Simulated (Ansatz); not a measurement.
One change: `[AlH2][BH]Cl` becomes `OBCl`.

Ansatz, PBE0-D4/def2-TZVP geometries, multiplicity 1. Each molecule was computed in one conformer, which needn't be the lowest.

| property | `[AlH2][BH]Cl` |
| --- | --- |
| HOMO energy (ωB97M-V/def2-TZVPP) / eV | -9.41 |
| HOMO–LUMO gap (PBE/def2-TZVPP) / eV | 3.00 |
| vertical ionisation energy (CCSD(T)/CBS(def2)) / eV | 9.75 |
| HOMO–LUMO gap (B3LYP/def2-TZVPP) / eV | 4.79 |
| HOMO–LUMO gap (ωB97M-V/def2-TZVPP) / eV | 9.25 |
| size of the dipole moment (ωB97M-V/def2-TZVPP) / D | 0.63 |

**Question.** What does the change do to each property? (Estimate.)

**Answer.** The calculation gave: 
```json
{"property": "HOMO energy (ωB97M-V/def2-TZVPP) / eV", "`OBCl`": "-11.45", "shift": "-2.04"}
{"property": "HOMO–LUMO gap (PBE/def2-TZVPP) / eV", "`OBCl`": "6.31", "shift": "3.31"}
{"property": "vertical ionisation energy (CCSD(T)/CBS(def2)) / eV", "`OBCl`": "12.13", "shift": "2.38"}
{"property": "HOMO–LUMO gap (B3LYP/def2-TZVPP) / eV", "`OBCl`": "8.26", "shift": "3.47"}
{"property": "HOMO–LUMO gap (ωB97M-V/def2-TZVPP) / eV", "`OBCl`": "13.08", "shift": "3.83"}
{"property": "size of the dipole moment (ωB97M-V/def2-TZVPP) / D", "`OBCl`": "1.12", "shift": "0.49"}
```

With PBE0 the HOMO falls by 1.85 eV and the LUMO rises by 1.77 eV, so the gap widens by about 3.62 eV. PBE moves the HOMO by -1.61 eV and ωB97M-V by -2.04 eV. The zero-point energy changes by 7.7 kJ/mol with -3 modes. Dipoles are sizes alone; their direction can turn.

B3LYP here is the variant with VWN-RPA as its local correlation; programs differ in this.
